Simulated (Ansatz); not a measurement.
## GaH⁻, quartet: vertical spin and charge gaps

Geometry (PBE0/def2-TZVPD stationary point for this spin):

```yaml
atoms:
  - { symbol: Ga, position_ang: [0.0000, 0.0000, 0.0000] }
  - { symbol: H, position_ang: [0.0000, 0.0000, 1.6026] }
```

Basis aug-cc-pVDZ; Ansatz 0.2.0. Only valence electrons are correlated (noble-gas cores and the filled d shells of p-block atoms frozen). R marks a restricted (for open shells ROHF) determinant. Active spaces: valence = (5e, 5o) chosen from the atoms' valence shells. No spin–orbit coupling is included, and no scalar relativity.

Gaps are energies of the second state less the first, at fixed atoms, for a selection of the levels run; each method lands on the state that its own search finds for that charge and spin.

Task: PBE gives 0.727 eV for removing an electron, to the triplet. Estimate what full CI gives in aug-cc-pVDZ.

Result: Full CI in aug-cc-pVDZ gives 0.648 eV, so against it PBE is off by 0.079 eV, of which a good part can be the reference's own basis and frozen-core error.

| level | gap (eV) | error (meV) |
| --- | --- | --- |
| RHF | 0.352 | -296 |
| RMP2 | 0.595 | -53 |
| RCCSD | 0.620 | -28 |
| RCCSDT | 0.646 | -2 |
| RCCSDT(Q) | 0.647 | -1 |
| NEVPT2 (valence space) | 0.441 | -207 |
| r2SCAN | 0.776 | 128 |
| CAM-B3LYP | 0.541 | -107 |
| wB97M-V | 0.547 | -101 |
| RPA-PBE | 0.749 | 101 |

In so small a basis the reference is far from its limit while semilocal and hybrid functionals are nearer theirs (RPA and double hybrids share part of the reference's basis error), so the functionals' errors here hold much of the reference's basis and frozen-core error, which can add to them or hide them.

Full CI is exact within this basis and frozen core; it isn't the basis-set limit.
